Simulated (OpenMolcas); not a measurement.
# SiH3F (SMILES F[SiH3]): a chain of runs

We compute a single-point energy (UHF/STO-3G), then a single-point energy (CASSCF(2,2)/STO-3G), then the energy (CASPT2(2,2)/STO-3G), then a single-point energy (SC-NEVPT2(2,2)/STO-3G), then a single-point energy (MRCI(2,2)/STO-3G) of SiH3F. 

Program for the calculation: OpenMolcas 26.06.

3 further runs of the same task are left out: 1 for a known fault of the program, 2 set aside as unsound or not needed.

**1. Starting point**

SiH3F: 5 atoms, total charge 0, spin state singlet. SMILES: `F[SiH3]`. The Si2–H3 distance was set to 2.593 Å, away from the relaxed value. At this shape a bond of the SMILES string is far longer than usual.

Bond lengths: F1–Si2 1.600 Å, Si2–H4 1.482 Å, Si2–H5 1.482 Å. Angles: F1–Si2–H4 108.3°, F1–Si2–H5 108.3°, H4–Si2–H5 110.6°.

**2. A single-point energy at UHF/STO-3G (run 1)**

File step1.input:

```
&gateway
baslib=$CurrDir
coord
5
angstrom
F       -0.966268       0.292778       1.917773
Si       0.351632       0.110678       1.029073
H       -0.367800      -0.192600      -1.443700
H        1.076932      -1.087922       1.511373
H        1.188832       1.323378       1.183173
basis=STO-3G
group=NoSym
&seward
&scf
uhf
scramble=0.25
prorbitals=1 1
```

The basis set STO-3G is read from a file made from the Basis Set Exchange's data (not shown).

The run is started by

```console
$ export MOLCAS_MEM=1860
$ pymolcas step1.input > step1.log
```

Standard output:

```text
--- Start Module: gateway ---
[...]
--- Stop Module: gateway /rc=_RC_ALL_IS_WELL_ ---
--- Start Module: seward ---
[...]
      Basis functions           17
--- Stop Module: seward /rc=_RC_ALL_IS_WELL_ ---
--- Start Module: scf ---
[...]
       Convergence after  15 Iterations
[...]
::    Total SCF energy                               -385.2290989653
[...]
      Total spin, S                                     0.5558552784
[...]
      Total electronic charge=   26.000000
      Total            charge=   -0.000000
[...]
      Dipole Moment (debye):
      Origin of the operator (angstrom)=   -0.1321    0.1740    1.3297
                   X=  6.5749E-01               Y= -1.4790E-01               Z= -8.6298E-01           Total=  1.0949E+00
      Quadrupole Moment (debye*angstrom):
[...]
--- Stop Module: scf /rc=_RC_ALL_IS_WELL_ ---
[...]
```

It took 1.8 s on 1 thread of Arm Neoverse V1, shared host; peak memory 0.37 GiB.

**3. A single-point energy at CASSCF(2,2)/STO-3G (run 2)**

File step2.inp:

```
>>> EXPORT MOLCAS_PRINT=2

&GATEWAY
 BASLIB=$CurrDir
 COORD
 5
 angstrom
 F       -0.966268       0.292778       1.917773
 Si       0.351632       0.110678       1.029073
 H       -0.367800      -0.192600      -1.443700
 H        1.076932      -1.087922       1.511373
 H        1.188832       1.323378       1.183173
 BASIS=STO-3G
 GROUP=NoSym

&SEWARD

&RASSCF
 FILEORB=$CurrDir/step1.UnaOrb
 SPIN=1
 NACTEL=2 0 0
 INACTIVE=12
 RAS2=2
 ORBLISTING=Nothing
 ORBAPPEAR=Compact
```

The basis set STO-3G is read from a file made from the Basis Set Exchange's data (not shown).

The run is started by

```console
$ export MOLCAS_MEM=1860
$ pymolcas step2.inp > step2.log
```

Standard output:

```text
--- Start Module: gateway ---
[...]
--- Stop Module: gateway /rc=_RC_ALL_IS_WELL_ ---
--- Start Module: seward ---
[...]
      Basis functions           17
--- Stop Module: seward /rc=_RC_ALL_IS_WELL_ ---
--- Start Module: rasscf ---
[...]
      Number of active orbitals                  2
[...]
      Spin quantum number                      0.0
[...]
      Active orbitals                            2
[...]
      Number of CSFs                             3
[...]
      Number of root(s) required                 1
[...]
      Convergence after  8 iterations
[...]
      printout of CI-coefficients larger than  0.05 for root  1
      energy=    -385.248085
      conf/sym  11     Coeff  Weight
             1  20  -0.89434 0.79985
             3  02   0.44738 0.20015
      Natural orbitals and occupation numbers for root  1
      sym 1:   1.599704   0.400296
      ************************************************************************************************************************
      *                                                    Final results                                                     *
[...]
::    RASSCF root number  1 Total energy:   -385.24808453
[...]
      Total electronic charge=   26.000000
      Total            charge=   -0.000000
[...]
      Dipole Moment (debye):
      Origin of the operator (angstrom)=   -0.1321    0.1740    1.3297
                   X=  7.1793E-01               Y= -1.3090E-01               Z= -7.1752E-01           Total=  1.0234E+00
      Quadrupole Moment (debye*angstrom):
[...]
--- Stop Module: rasscf /rc=_RC_ALL_IS_WELL_ ---
[...]
```

It took 1.6 s on 1 thread of Arm Neoverse V1, shared host; peak memory 0.37 GiB.

**4. The energy at CASPT2(2,2)/STO-3G (run 3)**

File step3.inp:

```
* FH3Si CASPT2
>>> EXPORT MOLCAS_PRINT=2

&GATEWAY
 BasLib=$CurrDir
 Coord
 5
 angstrom
 F       -0.966268       0.292778       1.917773
 Si       0.351632       0.110678       1.029073
 H       -0.367800      -0.192600      -1.443700
 H        1.076932      -1.087922       1.511373
 H        1.188832       1.323378       1.183173
 Basis=STO-3G
 Group=NoSym

&SEWARD

&RASSCF
 FileOrb=$CurrDir/step2.RasOrb
 Spin=1
 Nactel=2 0 0
 Inactive=12
 Ras2=2
 OrbListing=Nothing
 OrbAppear=Compact

&CASPT2
 Imaginary=0.1
 Frozen=6
```

The basis set STO-3G is read from a file made from the Basis Set Exchange's data (not shown).

The run is started by

```console
$ export MOLCAS_MEM=1860
$ pymolcas step3.inp > step3.log
```

Standard output:

```text
--- Start Module: gateway ---
[...]
--- Stop Module: gateway /rc=_RC_ALL_IS_WELL_ ---
[...]
      Basis functions           17
[...]
--- Start Module: rasscf ---
[...]
      Number of active orbitals                  2
[...]
      Spin quantum number                      0.0
[...]
      Active orbitals                            2
[...]
      Number of CSFs                             3
[...]
      Number of root(s) required                 1
[...]
      Convergence after  4 iterations
[...]
      printout of CI-coefficients larger than  0.05 for root  1
      energy=    -385.248085
      conf/sym  11     Coeff  Weight
             1  20  -0.89434 0.79985
             3  02   0.44738 0.20015
      Natural orbitals and occupation numbers for root  1
      sym 1:   1.599704   0.400296
      ************************************************************************************************************************
      *                                                    Final results                                                     *
[...]
::    RASSCF root number  1 Total energy:   -385.24808453
[...]
      Total electronic charge=   26.000000
      Total            charge=   -0.000000
[...]
      Dipole Moment (debye):
      Origin of the operator (angstrom)=   -0.1321    0.1740    1.3297
                   X=  7.1793E-01               Y= -1.3090E-01               Z= -7.1753E-01           Total=  1.0234E+00
      Quadrupole Moment (debye*angstrom):
[...]
--- Stop Module: rasscf /rc=_RC_ALL_IS_WELL_ ---
--- Start Module: caspt2 ---
[...]
 ###    WARNING: User changed nr of frozen orbitals.                         ###
 ###############################################################################
[...]
      E2 (Variational):          -0.0484054798
      Total energy:            -385.2964900102
[...]
      Reference weight:           0.97582
[...]
::    CASPT2 Root  1     Total energy:   -385.29649001
[...]
--- Stop Module: caspt2 /rc=_RC_ALL_IS_WELL_ ---
[...]
```

Run time: 1.6 s. Hardware: 1 thread of Arm Neoverse V1, shared host; peak memory 0.37 GiB.

**5. The energy at SC-NEVPT2(2,2)/STO-3G (run 4)**

File step4.input:

```
>>> EXPORT MOLCAS_PRINT=2

&gateway
  baslib=$CurrDir
  coord
  5
  angstrom
  F       -0.966268       0.292778       1.917773
  Si       0.351632       0.110678       1.029073
  H       -0.367800      -0.192600      -1.443700
  H        1.076932      -1.087922       1.511373
  H        1.188832       1.323378       1.183173
  basis=STO-3G
  group=NoSym

&seward

&rasscf
  fileorb=$CurrDir/step2.RasOrb
  spin=1
  nactel=2 0 0
  inactive=12
  ras2=2
  orblisting=Nothing
  orbappear=Compact

&caspt2
  sc-nevpt2
  frozen=6
```

The basis set STO-3G is read from a file made from the Basis Set Exchange's data (not shown).

The run is started by

```console
$ export MOLCAS_MEM=1860
$ pymolcas step4.input > step4.log
```

Standard output:

```text
--- Start Module: gateway ---
[...]
--- Stop Module: gateway /rc=_RC_ALL_IS_WELL_ ---
[...]
      Basis functions           17
[...]
--- Start Module: rasscf ---
[...]
      Number of active orbitals                  2
[...]
      Spin quantum number                      0.0
[...]
      Active orbitals                            2
[...]
      Number of CSFs                             3
[...]
      Number of root(s) required                 1
[...]
      Convergence after  4 iterations
[...]
      printout of CI-coefficients larger than  0.05 for root  1
      energy=    -385.248085
      conf/sym  11     Coeff  Weight
             1  20  -0.89434 0.79985
             3  02   0.44738 0.20015
      Natural orbitals and occupation numbers for root  1
      sym 1:   1.599704   0.400296
      ************************************************************************************************************************
      *                                                    Final results                                                     *
[...]
::    RASSCF root number  1 Total energy:   -385.24808453
[...]
      Total electronic charge=   26.000000
      Total            charge=   -0.000000
[...]
      Dipole Moment (debye):
      Origin of the operator (angstrom)=   -0.1321    0.1740    1.3297
                   X=  7.1793E-01               Y= -1.3090E-01               Z= -7.1753E-01           Total=  1.0234E+00
      Quadrupole Moment (debye*angstrom):
[...]
--- Stop Module: rasscf /rc=_RC_ALL_IS_WELL_ ---
--- Start Module: caspt2 ---
[...]
 ###    WARNING: User changed nr of frozen orbitals.                         ###
 ###############################################################################
[...]
      E2 (Variational):          -0.0473770156
[...]
      E2 (Variational):          -0.0473673255
      Total energy:            -385.2954518559
[...]
      Reference weight:           0.97690
[...]
::    SC-NEVPT2 Root  1     Total energy:   -385.29545186
[...]
--- Stop Module: caspt2 /rc=_RC_ALL_IS_WELL_ ---
[...]
```

It took 1.6 s on 1 thread of Arm Neoverse V1, shared host; peak memory 0.37 GiB.

**6. A single-point energy at MRCI(2,2)/STO-3G (run 5)**

File step5.input:

```
&GATEWAY
  BasLib=$CurrDir
  Coord
  5
  angstrom
  F       -0.966268       0.292778       1.917773
  Si       0.351632       0.110678       1.029073
  H       -0.367800      -0.192600      -1.443700
  H        1.076932      -1.087922       1.511373
  H        1.188832       1.323378       1.183173
  Basis=STO-3G
  Group=NoSym

&SEWARD

&RASSCF
  FileOrb=$CurrDir/step2.RasOrb
  Spin=1
  Nactel=2 0 0
  Inactive=12
  Ras2=2
  OrbListing=Nothing
  OrbAppear=Compact

&MOTRA
  LumOrb
  Frozen=6

&GUGA
  Electrons=14
  Spin=1
  Inactive=6
  Active=2
  CIAll=1

&MRCI
  SDCI
```

The basis set STO-3G is read from a file made from the Basis Set Exchange's data (not shown).

The run is started by

```console
$ export MOLCAS_MEM=1860
$ pymolcas step5.input > step5.log
```

Standard output:

```text
--- Start Module: gateway ---
[...]
--- Stop Module: gateway /rc=_RC_ALL_IS_WELL_ ---
[...]
      Basis functions           17
[...]
      Number of active orbitals                  2
[...]
      Spin quantum number                      0.0
[...]
      Active orbitals                            2
[...]
      Number of CSFs                             3
[...]
      Number of root(s) required                 1
[...]
      Convergence after  4 iterations
[...]
      printout of CI-coefficients larger than  0.05 for root  1
      energy=    -385.248085
      conf/sym  11     Coeff  Weight
             1  20  -0.89434 0.79985
             3  02   0.44738 0.20015
      Natural orbitals and occupation numbers for root  1
      sym 1:   1.599704   0.400296
      ************************************************************************************************************************
      *                                                    Final results                                                     *
[...]
::    RASSCF root number  1 Total energy:   -385.24808453
[...]
      Dipole Moment (debye):
      Origin of the operator (angstrom)=   -0.1321    0.1740    1.3297
                   X=  7.1793E-01               Y= -1.3090E-01               Z= -7.1753E-01           Total=  1.0234E+00
      Quadrupole Moment (debye*angstrom):
[...]
      *** WARNING: Default frozen orbitals is overwritten by user input.
      *** Default values:   3
[...]
--- Start Module: guga ---
[...]
--- Stop Module: guga /rc=_RC_ALL_IS_WELL_ ---
--- Start Module: mrci ---
[...]
       (But an ACPF correction will be computed)
       USE THE DEFAULT ACPF G-VALUE GFAC=  0.14285714285714285
[...]
                      CI ENERGY:  -385.31267215
[...]
                ACPF CORRECTION:    -0.00274076
[...]
      Total electronic charge=   26.000000
      Total            charge=   -0.000000
[...]
     ACPF CORRECTION:     -0.00274076
[...]
  CI State   1     Total energy:   -385.31267215     QDav:     -0.00322033     QACPF:     -0.00274076
[...]
--- Stop Module: mrci /rc=_RC_ALL_IS_WELL_ ---
[...]
```

It took 1.8 s on 1 thread of Arm Neoverse V1, shared host; peak memory 0.37 GiB.

**7. Results**

| quantity | value |
| --- | --- |
| run 1, UHF/STO-3G: total energy | -385.22910 Eh |
| run 1, UHF/STO-3G: dipole moment | 1.09 D |
| run 1, UHF/STO-3G: HOMO energy | -6.67 eV |
| run 1, UHF/STO-3G: LUMO energy | 6.21 eV |
| run 1, UHF/STO-3G: HOMO–LUMO gap | 12.87 eV |
| run 1, UHF/STO-3G: ⟨S²⟩ | 0.865 |
| run 2, CASSCF(2,2)/STO-3G: total energy | -385.24808 Eh |
| run 2, CASSCF(2,2)/STO-3G: dipole moment (CASSCF density) | 1.02 D |
| run 3, CASPT2(2,2)/STO-3G: total energy | -385.29649 Eh |
| run 3, CASPT2(2,2)/STO-3G: dipole moment (CASSCF density) | 1.02 D |
| run 4, SC-NEVPT2(2,2)/STO-3G: total energy | -385.29545 Eh |
| run 4, SC-NEVPT2(2,2)/STO-3G: dipole moment (CASSCF density) | 1.02 D |
| run 5, MRCI(2,2)/STO-3G: total energy | -385.31267 Eh |
| run 5, MRCI(2,2)/STO-3G: dipole moment (CASSCF density) | 1.02 D |

What this shows: ⟨S²⟩ (run 1, UHF/STO-3G) is 0.86 where a pure singlet has 0.00: the reference is spin-contaminated. Mulliken charges (run 1, UHF/STO-3G) run from -0.32 on F1 to +0.69 on Si2. Mulliken charges (run 3, CASPT2(2,2)/STO-3G) of the CASSCF density run from -0.33 on F1 to +0.71 on Si2.
